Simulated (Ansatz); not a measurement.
## Worked example: correlation energy of HB–AlH, triplet

Geometry: a point of a bend scan, not a stationary point.

```xyz
4

B    -0.8914    0.0000    1.0484
Al    0.3138    0.0000   -0.4319
H    -0.1444    0.0000    1.9659
H     1.3055    0.0000   -1.6500
```

Basis cc-pVDZ; Ansatz 0.2.0. Correlated methods freeze the noble-gas cores, which leaves 8 electrons in 36 orbitals. Prefix R: restricted or restricted open-shell reference; prefix U: unrestricted.

Full CI isn't at hand for all of this; UCCSDT(Q) serves as the reference, and is uncertain by about the last step of the cluster series.

Runs differ by some tens of microhartree through their thresholds and, for an open shell, their frozen cores, so steps under 0.03 kcal/mol mean nothing.

```
    level  total energy (hartree)
      UHF             -267.627041
     UMP2             -267.743684
    UCCSD             -267.774141
 UCCSD(T)             -267.778838
   UCCSDT             -267.780170
UCCSDT(Q)             -267.780461
```

Q: What is the correlation energy at UCCSDT(Q), and what share of it do UMP2 and UCCSD recover?

A: E(corr) = -267.780461 − (-267.627041) = -0.153420 hartree = -4.175 eV. UMP2: -0.116643 / -0.153420 = 76.03 %. UCCSD: -0.147100 / -0.153420 = 95.88 %.

Q: By how many kcal/mol does UCCSD(T) miss UCCSDT(Q) (1 hartree = 627.509 kcal/mol), and which steps make up the rest?

A: -267.778838 − (-267.780461) = 0.001623 hartree = 1.02 kcal/mol. Steps: UCCSDT − UCCSD(T) = -0.84, UCCSDT(Q) − UCCSDT = -0.18 kcal/mol. Differences between like states or geometries often cancel part of this.
